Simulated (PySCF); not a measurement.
Work out the structure from these simulated measurements.

Elements present: C, F, H, N and S. Monoisotopic mass: 103.9844 u.

| Property | Result |
| --- | --- |
| UV, strongest line | among the 8 lowest singlet transitions: S2 at 5.74 eV (216 nm, f = 0.088) [TDDFT PBE0/def2-SVPD] |
| 13C NMR | chemical shifts (computed TMS as zero) by class: 182.1 (1 C), 176.7 (1 C) ppm [GIAO PBE0/pcSseg-1] |
| Rotational structure | rotational constants A, B, C: 7.859, 2.774, 2.050 GHz [GFN2-xTB] |
| UV, first state | lowest singlet excitation: 5.38 eV (230 nm, f = 0.001) [TDDFT PBE0/def2-SVPD] |
| Dipole | 2.99 D [PBE0/def2-SVPD] |
| Triplet | lowest triplet excitation (Tamm–Dancoff): 3.95 eV [TDA PBE0/def2-SVPD] |
| Polarisability | 51.3 au [PBE0/def2-SVPD] |

Electronic properties: PySCF, gas phase, density fitting. Levels stand in brackets. Isolated species at its GFN2-xTB geometry, gas phase. Each NMR value is the plain mean over a class of atoms that symmetry, rotation or inversion makes alike.

Problem. Which formula fits the mass and the elements?

Solution. C2HFN2S (calculated 103.9844). No other formula that holds each of these elements comes within 0.0003 u with a fitting electron parity and a possible valence count.

Problem. Give a SMILES that accounts for the data.

Solution. Numbering: `[F:1][c:2]1[n:3][cH:4][s:5][n:6]1`. Its formula, C2HFN2S, gives 3 degrees of unsaturation: 1 ring and 2 π bonds in the structure found (Kekulé form). 2 carbons fall into 2 classes; from least to most shielded: aromatic CH next to a ring nitrogen [C4] (182.1 ppm), aromatic C–F carbon [C2] (176.7 ppm). S1 is mainly HOMO−1→LUMO (weight 0.99); the largest Löwdin shares of the orbital it empties are 0.52 on a pyridine-type nitrogen, 0.23 on a pyridine-type nitrogen, 0.12 on the ring sulfur and 0.06 on the aromatic CH next to a ring nitrogen, of the orbital it fills 0.31 on the aromatic CH next to a ring nitrogen, 0.24 on the ring sulfur, 0.16 on a pyridine-type nitrogen and 0.15 on a pyridine-type nitrogen. The optimised geometry has point group Cs and is an asymmetric top. Structure: `Fc1ncsn1`. The assignments are read from this structure; whether some other isomer fits the data as well wasn't checked.
